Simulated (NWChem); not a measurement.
Program: NWChem. System: O$_{2}$ (-1), charge -1, spin multiplicity 2, at a geometry optimised with UPBE0/def2-SVP. The structure started from a generated list of species. Its SCF solution wasn't tested for a lower state. Level: UBHandHLYP/def2-TZVPD.

NWChem printed:

```
             Northwest Computational Chemistry Package (NWChem) 7.3.0
             --------------------------------------------------------

                                NWChem Input Module
                                -------------------

 Scaling coordinates for geometry "geometry" by  1.889725989
 (inverse scale =  0.529177249)

 Turning off AUTOSYM since
 SYMMETRY directive was detected!

                             Geometry "geometry" -> ""
                             -------------------------

 Output coordinates in angstroms (scale by  1.889725989 to convert to a.u.)

  No.       Tag          Charge          X              Y              Z
 ---- ---------------- ---------- -------------- -------------- --------------
    1 O                    8.0000     0.00000000     0.00000000     0.66055400
    2 O                    8.0000     0.00000000     0.00000000    -0.66055400

 Effective nuclear repulsion energy (a.u.)      25.6355604053

            Nuclear Dipole moment (a.u.)
            ----------------------------
        X                 Y               Z
 ---------------- ---------------- ----------------
     0.0000000000     0.0000000000     0.0000000000

      Symmetry information
      --------------------

 Group name             D2h
 Group number             26
 Group order               8
 No. of unique centers     1

      Symmetry unique atoms

     1


 Summary of "ao basis" -> "" (spherical)
 ------------------------------------------------------------------------------
       Tag                 Description            Shells   Functions and Types
 ---------------- ------------------------------  ------  ---------------------
 *                         def2-tzvpd                 on all atoms

                                 NWChem DFT Module
                                 -----------------

 Summary of "ao basis" -> "ao basis" (spherical)
 ------------------------------------------------------------------------------
       Tag                 Description            Shells   Functions and Types
 ---------------- ------------------------------  ------  ---------------------
 O                         def2-tzvpd               14       40   6s4p3d1f

 Summary of "ao basis" -> "ao basis" (spherical)
 ------------------------------------------------------------------------------
       Tag                 Description            Shells   Functions and Types
 ---------------- ------------------------------  ------  ---------------------
 O                         def2-tzvpd               14       40   6s4p3d1f

      Symmetry analysis of basis
      --------------------------

        ag         18
        au          4
        b1g         4
        b1u        18
        b2g         9
        b2u         9
        b3g         9
        b3u         9

            General Information
            -------------------
          SCF calculation type: DFT
          Wavefunction type:  spin polarized.
          No. of atoms     :     2
          No. of electrons :    17
           Alpha electrons :     9
            Beta electrons :     8
          Charge           :    -1
          Spin multiplicity:     2
          Use of symmetry is: on ; symmetry adaption is: on
          Maximum number of iterations: 100
          AO basis - number of functions:    80
                     number of shells:    28
          Convergence on energy requested:  1.00D-06
          Convergence on density requested:  1.00D-05
          Convergence on gradient requested:  5.00D-04

              XC Information
              --------------
                        BHLYP Method XC Functional
                     Hartree-Fock (Exact) Exchange  0.500
                        Slater Exchange Functional  0.500 local
                    Becke 1988 Exchange Functional  0.500 non-local
              Lee-Yang-Parr Correlation Functional  1.000

             Grid Information
             ----------------
          Grid used for XC integration:  medium
          Radial quadrature: Mura-Knowles
          Angular quadrature: Lebedev.
          Tag              B.-S. Rad. Rad. Pts. Rad. Cut. Ang. Pts.
          ---              ---------- --------- --------- ---------
[...]
              MO Center= -4.7D-16, -4.1D-13,  3.9D-14, r^2= 8.8D+00
   Bfn.  Coefficient  Atom+Function         Bfn.  Coefficient  Atom+Function
  ----- ------------  ---------------      ----- ------------  ---------------
    17      0.647862  1 O  py                57      0.647862  2 O  py
    14     -0.279444  1 O  py                54     -0.279444  2 O  py
     8     -0.085116  1 O  py                48     -0.085116  2 O  py

                     DFT Final Beta Molecular Orbital Analysis
                     -----------------------------------------

 Vector    6  Occ=1.000000D+00  E=-1.986428D-01  Symmetry=b3u
              MO Center=  7.0D-16, -2.5D-17,  3.1D-15, r^2= 1.1D+00
   Bfn.  Coefficient  Atom+Function         Bfn.  Coefficient  Atom+Function
  ----- ------------  ---------------      ----- ------------  ---------------
     7      0.320518  1 O  px                47      0.320518  2 O  px
    10      0.269194  1 O  px                50      0.269194  2 O  px
    13      0.169369  1 O  px                53      0.169369  2 O  px
    16      0.027689  1 O  px                56      0.027689  2 O  px

 Vector    7  Occ=1.000000D+00  E=-1.184730D-01  Symmetry=b2u
              MO Center= -1.2D-16, -4.0D-16, -6.0D-16, r^2= 1.2D+00
   Bfn.  Coefficient  Atom+Function         Bfn.  Coefficient  Atom+Function
  ----- ------------  ---------------      ----- ------------  ---------------
     8      0.293220  1 O  py                48      0.293220  2 O  py
    11      0.256113  1 O  py                51      0.256113  2 O  py
    14      0.184736  1 O  py                54      0.184736  2 O  py
    17      0.047832  1 O  py                57      0.047832  2 O  py
    25     -0.027203  1 O  d -1              65      0.027203  2 O  d -1

 Vector    8  Occ=1.000000D+00  E= 1.555573D-02  Symmetry=b2g
              MO Center= -8.5D-16,  3.3D-17, -4.4D-15, r^2= 1.4D+00
   Bfn.  Coefficient  Atom+Function         Bfn.  Coefficient  Atom+Function
  ----- ------------  ---------------      ----- ------------  ---------------
     7      0.360099  1 O  px                47     -0.360099  2 O  px
    10      0.304941  1 O  px                50     -0.304941  2 O  px
    13      0.287180  1 O  px                53     -0.287180  2 O  px
    16      0.210775  1 O  px                56     -0.210775  2 O  px

 Vector    9  Occ=0.000000D+00  E= 2.091005D-01  Symmetry=b1u
              MO Center=  7.7D-16,  1.1D-29, -1.1D-14, r^2= 1.4D+01
   Bfn.  Coefficient  Atom+Function         Bfn.  Coefficient  Atom+Function
  ----- ------------  ---------------      ----- ------------  ---------------
     6      6.411410  1 O  s                 46     -6.411410  2 O  s
    18     -2.207301  1 O  pz                58     -2.207301  2 O  pz
    15     -1.350354  1 O  pz                55     -1.350354  2 O  pz
     5      1.336263  1 O  s                 45     -1.336263  2 O  s
    31      0.388180  1 O  d  0              71     -0.388180  2 O  d  0

 Vector   10  Occ=0.000000D+00  E= 2.465061D-01  Symmetry=b3g
              MO Center= -2.3D-31,  9.4D-16, -2.4D-16, r^2= 5.1D+00
   Bfn.  Coefficient  Atom+Function         Bfn.  Coefficient  Atom+Function
  ----- ------------  ---------------      ----- ------------  ---------------
    17      1.255465  1 O  py                57     -1.255465  2 O  py
    14      0.299165  1 O  py                54     -0.299165  2 O  py
     8      0.246030  1 O  py                48     -0.246030  2 O  py
    11      0.219234  1 O  py                51     -0.219234  2 O  py
    30     -0.127939  1 O  d -1              70     -0.127939  2 O  d -1

 Vector   11  Occ=0.000000D+00  E= 2.630129D-01  Symmetry=ag
              MO Center= -8.9D-17,  2.3D-16,  7.3D-15, r^2= 1.1D+01
   Bfn.  Coefficient  Atom+Function         Bfn.  Coefficient  Atom+Function
  ----- ------------  ---------------      ----- ------------  ---------------
    18      1.358348  1 O  pz                58     -1.358348  2 O  pz
     6      0.859567  1 O  s                 46      0.859567  2 O  s
     5     -0.371602  1 O  s                 45     -0.371602  2 O  s
    31     -0.169811  1 O  d  0              71     -0.169811  2 O  d  0
    15     -0.152399  1 O  pz                55      0.152399  2 O  pz

   alpha - beta orbital overlaps
   -----------------------------

   alpha      1      2      3      4      5      6      7      8      9     10
    beta      1      2      3      4      7      5      6     10      8      9
 overlap   1.000  1.000  1.000  0.999  0.994  1.000  1.000  0.835  1.000  1.000

   alpha     11     12     13     14     15     16     17     18     19     20
    beta     11     13     12     15     14     16     17     18     19     20
 overlap   1.000  0.997  1.000  0.840  1.000  1.000  0.998  0.996  1.000  1.000

   alpha     21     22     23     24     25     26     27     28     29     30
    beta     21     22     26     23     24     25     27     28     30     29
 overlap   1.000  0.997  0.992  1.000  1.000  1.000  1.000  0.999  0.997  1.000

   alpha     31     32     33     34     35     36     37     38     39     40
    beta     31     32     34     33     35     36     38     37     40     39
 overlap   1.000  1.000  0.997  1.000  1.000  1.000  0.999  1.000  0.999  1.000

   alpha     41     42     43     44     45     46     47     48     49     50
    beta     41     42     43     45     44     46     48     47     49     52
 overlap   1.000  1.000  0.999  1.000  1.000  1.000  1.000  1.000  0.999  1.000

   alpha     51     52     53     54     55     56     57     58     59     60
    beta     51     50     53     54     55     56     58     57     59     61
 overlap   0.999  1.000  1.000  1.000  1.000  1.000  0.998  1.000  0.998  1.000

   alpha     61     62     63     64     65     66     67     68     69     70
    beta     60     63     62     64     65     67     66     69     68     71
 overlap   1.000  1.000  1.000  1.000  1.000  1.000  1.000  1.000  1.000  0.975

   alpha     71     72     73     74     75     76     77     78     79     80
    beta     70     73     72     74     75     76     77     78     79     80
 overlap   1.000  1.000  1.000  0.975  1.000  1.000  1.000  1.000  1.000  1.000

     --------------------------
     Expectation value of S2:
     --------------------------
      <S2> =      0.7652 (Exact =     0.7500)

 center of mass
 --------------
 x =   0.00000000 y =   0.00000000 z =   0.00000000

 moments of inertia (a.u.)
 ------------------
          49.845518910448           0.000000000000           0.000000000000
           0.000000000000          49.845518910448           0.000000000000
           0.000000000000           0.000000000000           0.000000000000

     Multipole analysis of the density
     ---------------------------------

     L   x y z        total         alpha         beta         nuclear
     -   - - -        -----         -----         ----         -------
     0   0 0 0     -1.000000     -9.000000     -8.000000     16.000000

     1   1 0 0      0.000000      0.000000     -0.000000      0.000000
     1   0 1 0     -0.000000     -0.000000     -0.000000      0.000000
     1   0 0 1      0.000000      0.000000     -0.000000      0.000000

     2   2 0 0    -10.622984     -5.318774     -5.304210      0.000000
     2   1 1 0     -0.000000     -0.000000     -0.000000      0.000000
     2   1 0 1      0.000000      0.000000      0.000000      0.000000
     2   0 2 0     -9.629058     -5.204793     -4.424265      0.000000
     2   0 1 1      0.000000      0.000000     -0.000000      0.000000
     2   0 0 2    -12.355824    -19.704870    -17.581645     24.930691

 Task  times  cpu:        1.2s     wall:        1.2s

 Total times  cpu:        1.2s     wall:        1.2s
```

### Question
Write an NWChem input that would produce this output.

### Answer
One answer among several that fit: 
```
start mol
memory heap 200 mb stack 900 mb global 1100 mb
charge -1
geometry units angstroms nocenter noautoz
  O      0.000000     0.000000     0.660554
  O      0.000000     0.000000    -0.660554
  symmetry group D2h
end
basis spherical
  * library def2-tzvpd
end
dft
  xc bhlyp
  odft
  mult 2
  semidirect memsize 60000000 filesize 0
  iterations 100
end
task dft energy
```
